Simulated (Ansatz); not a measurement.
A structure relaxed at PBE0-D4/def2-TZVP in Ansatz, charge 0, singlet:

| atom | x (Å) | y (Å) | z (Å) |
| --- | --- | --- | --- |
| P1 | -1.1530 | -0.5760 | -0.2297 |
| P2 | 0.1344 | 1.2181 | -0.4605 |
| P3 | 0.5781 | -0.2737 | 1.0966 |
| H4 | -0.4272 | -1.4223 | -1.1109 |
| H5 | 1.0590 | 0.6487 | -1.3774 |
| H6 | -0.1913 | 0.4051 | 2.0819 |

Question: Give its formula, name or SMILES and point group.

Answer: cyclo-(PH)3 (P3H3). Point group Cs (tolerance 0.1 Å).

Question: Summarise the bond lengths by kind (pairs closer than 1.2 times the sum of covalent radii, bridged metal pairs left out).

Answer: 3 × P–P 2.20 to 2.22 Å; 3 × H–P 1.42 Å.
